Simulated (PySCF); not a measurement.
Reproducing measurements on cyclopentanone

**The experiment to reproduce.**

From NIST CCCBDB Release 22 (SRD 101), experimental dipoles, for the gas: dipole moment 3.25 D.

The runs below try to reproduce these values; the comparison stands at the end.

Cyclopentanone, C5H8O.
SMILES with atom numbers: `[O:1]=[C:2]1[CH2:3][CH2:4][CH2:5][CH2:6]1` (hydrogens: H7, H8 on C3; H9, H10 on C4; H11, H12 on C5; H13, H14 on C6)

Geometry (PBE0-D3(BJ)/def2-SVP, Å), atoms numbered from 1 in this order:
```xyz
14
C5H8O angstrom
O     -0.3999    2.5224   -0.0913
C     -0.2121    1.3360   -0.0476
C      1.1414    0.6413   -0.1353
C      0.8678   -0.8056    0.2637
C     -0.5747   -1.0502   -0.2019
C     -1.2851    0.2646    0.1051
H      1.4640    0.7110   -1.1900
H      1.8958    1.1737    0.4615
H      0.9248   -0.9089    1.3607
H      1.5838   -1.5216   -0.1646
H     -0.5871   -1.2387   -1.2888
H     -1.0382   -1.9220    0.2818
H     -2.1642    0.4967   -0.5125
H     -1.6162    0.3013    1.1589
```

Runs made with PySCF (gas phase, on this PBE0-D3(BJ)/def2-SVP geometry; no spin–orbit coupling):

```tsv
level	job	basis functions
PBE0-D3(BJ)/def2-SVP, grid level 1	geometry optimisation from an MMFF94s start	124
PBE0/pcSseg-1	shieldings, ring-centre shieldings, charges and field gradients, density and orbital grids written	142
B3LYP/pcJ-1	spin–spin couplings from 13 perturbed nuclei, spin–dipole term left out	242
```

Results beside the measurements:

**Dipole moment.** Measured: 3.25 D (NIST CCCBDB Release 22 (SRD 101), experimental dipoles).

```
               level  computed (D)  computed − measured (D)  % (from the printed values)
PBE0-D3(BJ)/def2-SVP          2.87                    -0.38                          -12
       PBE0/pcSseg-1          3.04                    -0.21                           -6
         B3LYP/pcJ-1          3.05                    -0.20                           -6
```

Closest is B3LYP/pcJ-1 (-0.20 D), furthest PBE0-D3(BJ)/def2-SVP (-0.38 D); one molecule doesn't rank methods. All 3 levels lie below the measurement. The computed dipoles belong to one fixed geometry; measured ones are averaged over vibrations unless marked μe. Magnitudes are compared, not signs.

No measured geometry was used, and the causes of the misses weren't examined.
